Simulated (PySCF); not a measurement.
**Working out the ionisation energy of F**

F [He] 2s2 2p5 (2P) → F+ [He] 2s2 2p4 (3P). Calculation: PySCF 2.14, in x2c-QZVPPall with one added diffuse shell each of s, p, d, f type (8s5p4d3f1g, 73 functions); scalar relativity by spin-free X2C-1e. Frozen: 1s2. Energies in hartree (1 hartree = 27.21139 eV):

```json
{"part": "UHF", "F (lower)": "-99.503193", "F+ (upper)": "-98.928507"}
{"part": "CCSD correlation", "F (lower)": "-0.231625", "F+ (upper)": "-0.172421"}
{"part": "(T)", "F (lower)": "-0.004830", "F+ (upper)": "-0.002523"}
```

What does Hartree-Fock give?

(-98.928507) − (-99.503193) = 0.574686 hartree = 15.638 eV.

What do CCSD and CCSD(T) give?

The CCSD correlation energies differ by 0.059204 hartree = 1.611 eV and the triples by 0.002307 hartree = 0.063 eV, so CCSD gives 17.249 eV and CCSD(T) 17.312 eV.

Measured between the centres of the two terms (NIST): 17.427 eV, so CCSD(T) (valence) is off by -0.115 eV.

What remains against the reference includes basis incompleteness, the frozen core and higher excitations.
